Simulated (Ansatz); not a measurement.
Geometry optimisation, UKS PBE/6-31G in Ansatz.

input.yaml

```yaml
crystal:
  periodic: [false, false, false]
  atoms:
    - { symbol: "N", position_ang: [-0.15264, 0.59343, 2.00467] }
    - { symbol: C, position_ang: [-0.29747, 0.53619, 0.76157] }
    - { symbol: C, position_ang: [0.31676, -0.4511, -0.20383] }
    - { symbol: "N", position_ang: [-0.03252, -0.27814, -1.60072] }
    - { symbol: H, position_ang: [0.45927, -0.12244, 2.39779] }
    - { symbol: H, position_ang: [-0.94413, 1.29293, 0.31872] }
    - { symbol: H, position_ang: [0.02223, -1.46396, 0.09566] }
    - { symbol: H, position_ang: [1.40834, -0.39313, -0.118] }
    - { symbol: H, position_ang: [-1.03649, -0.35117, -1.72747] }
    - { symbol: H, position_ang: [0.25665, 0.63739, -1.92839] }
magnetization:
  spin_polarized: true
basis:
  gaussian: { orbitals: "6-31G" }
hamiltonian:
  xc: pbe
relax:
  f_tol: 0.02
  max_steps: 50
```

Launched with:

```bash
$ ansatz run input.yaml --threads 1 --pin off --max-ram 2048MiB --backend cpu --events-out ev --progress --plain --runs-dir out
```

Where does it end, and by what steps?

The forces met the threshold. Limits of this set-up: no polarisation functions. After 7 steps the energy has fallen by 0.136 eV; H9 moved furthest, 0.13 Å.

| step | energy less start (eV) | largest force component (eV/Å) | accepted |
| --- | --- | --- | --- |
| 0 | 0.0000 | 2.553 | yes |
| 1 | -0.1154 | 0.530 | yes |
| 2 | -0.1293 | 0.200 | yes |
| 3 | -0.1276 | 0.236 | no |
| 4 | -0.1338 | 0.084 | yes |
| 5 | -0.1358 | 0.063 | yes |
| 6 | -0.1361 | 0.020 | yes |
| 7 | -0.1361 | 0.008 | yes |

```xyz
10
Properties=species:S:1:pos:R:3
N -0.144 0.600 2.087
C -0.306 0.559 0.805
C 0.300 -0.429 -0.201
N -0.063 -0.237 -1.598
H 0.490 -0.156 2.434
H -0.964 1.328 0.362
H 0.017 -1.457 0.101
H 1.404 -0.388 -0.113
H -1.035 -0.424 -1.836
H 0.300 0.605 -2.041
```

Time of the run: 37 s on 1 thread of Arm Neoverse N1 (shared host), peak memory 0.13 GiB.
